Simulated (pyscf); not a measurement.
A first-order saddle from PySCF, ωB97X-D3(BJ)/def2-SVP:

```xyz
8

Si    -1.4253    -0.6002     0.0140
Cl    -0.7759    -0.0461     1.9055
H     -0.9285    -1.9570    -0.3263
H     -2.9193    -0.6499     0.1345
N     -0.3000     0.4850    -1.0121
H     -0.5376     1.4718    -0.8588
H      1.0330     0.5795    -1.0380
H     -0.4745     0.3136    -2.0081
```
Charge 0, spin multiplicity 2.

Surface: doublet, charge 0. Lowest wavenumbers (cm⁻¹): 1916i, 187, 201, 438, 538.

Task: Which two sides does it connect, and which bonds change?

Result: •H₂Si–Cl + ammonia (NH₃) ⇌ H₂N–SiH₂–Cl + H atom (H•), a substitution at N read from left to right: H–N broken and N–Si formed. At CCSD(T)/def2-TZVPP + ΔMP2(QZVPP) it lies +21.9 kcal/mol from the left side and +19.5 kcal/mol from the right (each side as separated species at their lowest minima found). On the reactant side the descent ends in a complex, 6.2 kcal/mol under the separated species and 28.7 kcal/mol under the saddle at ωB97X-D3(BJ)/def2-TZVP. The same reactants have a lower exit, to H₂N–SiH₂• + HCl (barrier +12.9 kcal/mol at ωB97M-D3(BJ), against +20.9 kcal/mol here). One saddle was located; it need not be the lowest between these sides. The angle at the attacked N is 131°. The CCSD(T) − MP2 part came from Ansatz, without density fitting, on the same reference.
